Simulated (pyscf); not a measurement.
Structures and frequencies: ωB97X-D3(BJ)/def2-SVP in PySCF.

**Question.** Estimate the classical barrier height and the reaction energy of `[Cl][BH][Cl]` + `[CH2]=[CH2]` → `[Cl][BH][CH2][CH2][Cl]` at ωB97M-D3(BJ)/def2-TZVP. The step runs on the singlet surface, breaks B–Cl and forms C–Cl, B–C; take the separated reactants as zero.

**Answer.** ΔE‡ = 21.0 kcal/mol, ΔE = -2.1 kcal/mol. Zero-point energy shifts the barrier by +2.1 kcal/mol. It is an addition across a multiple bond or ene-type step, with an imaginary mode of 439i cm⁻¹. This is the saddle that the search found; another between the same sides may lie lower.
